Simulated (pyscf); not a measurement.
Structures and frequencies: ωB97X-D3(BJ)/def2-SVP in PySCF. Correlated levels are frozen-core, on RHF or UHF. ΔMP2 is the change of the MP2 total energy from the triple- to the quadruple-zeta basis.

Q: H₂B–OH + formaldehyde (H₂C=O) → formic acid (O=CH–OH) + borane (BH₃)
Surface: singlet. Broken: B–O, C–H. Formed: C–O, B–H. Give ΔE‡ and ΔE from CCSD(T)/def2-TZVPP + ΔMP2(QZVPP), relative to the separated reactants.

A: ΔE‡ = 37.3 kcal/mol, ΔE = +27.1 kcal/mol. Zero-point energy shifts the barrier by +1.8 kcal/mol. It is a four-centre exchange, with an imaginary mode of 579i cm⁻¹. On the reactant side the descent ends in a complex (not fully relaxed), 6.3 kcal/mol under the separated species and 41.1 kcal/mol under the saddle at ωB97X-D3(BJ)/def2-TZVP. On the product side the descent ends in an adduct with a B–O contact, 8.8 kcal/mol under the separated species and 19.0 kcal/mol under the saddle at ωB97X-D3(BJ)/def2-TZVP. What is counted as broken (B–O) persists as a longer contact in the product adduct; parting that adduct is a step of its own. The reactants may also form a dative adduct at H₂B–OH; it and routes through it were not searched. At ωB97X-D3(BJ) the barrier from the zero used here is 34.8 kcal/mol. One saddle was located; it need not be the lowest between these sides. The CCSD(T) − MP2 part came from Ansatz, without density fitting, on the same reference.
